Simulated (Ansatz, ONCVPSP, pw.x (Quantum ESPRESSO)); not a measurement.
**What a changed setting does to a pw.x run (fcc Ni)**

Potential: optimised norm-conserving Vanderbilt (ONCV), ONCVPSP 4.0.1.1 (patched build), PBEsol; core [Ar], reference 3d8 4s2; waves: 4s: rc 2.35 bohr, ncon 4, nbas 7, qcut 3.3 1/bohr, 1 projector; p scattering state at 0.2 Ha: rc 2.30 bohr, ncon 5, nbas 9, qcut 3.9 1/bohr, 2 projectors, debl 1.9 Ha; 3d: rc 1.50 bohr, ncon 4, nbas 9, qcut 14 1/bohr, 3 projectors, debl 3.2 Ha; local part: polynomial inside 1.25 bohr (lpopt 3, dvloc0 1 Ha); core correction: none. In the p channel the program set the typed energies aside and used 0.050, 1.950 Ha.

The reference run (k-mesh 16³, cutoffs 165/660 Ry, Fermi–Dirac 0.01 Ry, mixing_beta 0.4, conv_thr 1e-9, no spin) gives -1.79 GPa at 10.407 Å³/atom, where all-electron LAPW gives -0.77 GPa. This run, with its own iteration cap, changes k-mesh points per axis to 3.

```
&control
  calculation='scf', prefix='x', pseudo_dir='./', outdir='./tmp', tstress=.true., disk_io='none'
/
&system
  ibrav=0, nat=1, ntyp=1, ecutwfc=165, ecutrho=660, nbnd=12,
  occupations='smearing', smearing='fd', degauss=0.01
/
&electrons
  conv_thr=1e-09, mixing_beta=0.4, electron_maxstep=60
/
ATOMIC_SPECIES
Ni 1.0 Ni.UPF
CELL_PARAMETERS angstrom
  0.00000000 1.73286682 1.73286682
  1.73286682 0.00000000 1.73286682
  1.73286682 1.73286682 0.00000000
ATOMIC_POSITIONS crystal
Ni 0.0000 0.0000 0.0000
K_POINTS automatic
3 3 3 0 0 0
```

```bash
pw.x < Ni.scf.in > Ni.scf.out
```

Q: How does the run end?

A: It converges in 7 iterations; the free energy moves by +266.3 meV/atom and the pressure by +10.17 GPa.

```
Message from routine setup:
     using ibrav=0 with symmetry is DISCOURAGED, use correct ibrav instead
     lattice parameter (alat)  =       4.6310  a.u.
     unit-cell volume          =      70.2299 (a.u.)^3
     number of electrons       =        10.00
     number of Kohn-Sham states=           12
     kinetic-energy cutoff     =     165.0000  Ry
     charge density cutoff     =     660.0000  Ry
     scf convergence threshold =      1.0E-09
     Exchange-correlation= PBESOL
     number of k points=     4  Fermi-Dirac smearing, width (Ry)=  0.0100
     iteration #  1     ecut=   165.00 Ry     beta= 0.40
     total energy              =     -74.74537829 Ry
     estimated scf accuracy    <       0.00711773 Ry
     iteration #  2     ecut=   165.00 Ry     beta= 0.40
     total energy              =     -74.74714349 Ry
     estimated scf accuracy    <       0.00102559 Ry
     iteration #  3     ecut=   165.00 Ry     beta= 0.40
     total energy              =     -74.74733552 Ry
     estimated scf accuracy    <       0.00013267 Ry
     iteration #  4     ecut=   165.00 Ry     beta= 0.40
     total energy              =     -74.74734729 Ry
     estimated scf accuracy    <       0.00000515 Ry
     iteration #  5     ecut=   165.00 Ry     beta= 0.40
     total energy              =     -74.74734766 Ry
     estimated scf accuracy    <       0.00000120 Ry
     iteration #  6     ecut=   165.00 Ry     beta= 0.40
     total energy              =     -74.74734774 Ry
     estimated scf accuracy    <          2.8E-09 Ry
     iteration #  7     ecut=   165.00 Ry     beta= 0.40
     the Fermi energy is    13.6638 ev
!    total energy              =     -74.74734775 Ry
     estimated scf accuracy    <          7.4E-10 Ry
     smearing contrib. (-TS)   =      -0.02106992 Ry
     The total energy is F=E-TS. E is the sum of the following terms:
     one-electron contribution =      -9.21353516 Ry
     hartree contribution      =      17.33923466 Ry
     xc contribution           =     -12.84646690 Ry
     ewald contribution        =     -70.00551043 Ry
     convergence has been achieved in   7 iterations
          total   stress  (Ry/bohr**3)                   (kbar)     P=       83.86
     Message from routine punch:
     Nothing written, as per user request (disk_io='none')
```

The run took about 3.4 s on one core of a shared host (Intel(R) Xeon(R) Platinum 8259CL CPU @ 2.50GHz, 96 threads, 755 GiB, load 60).
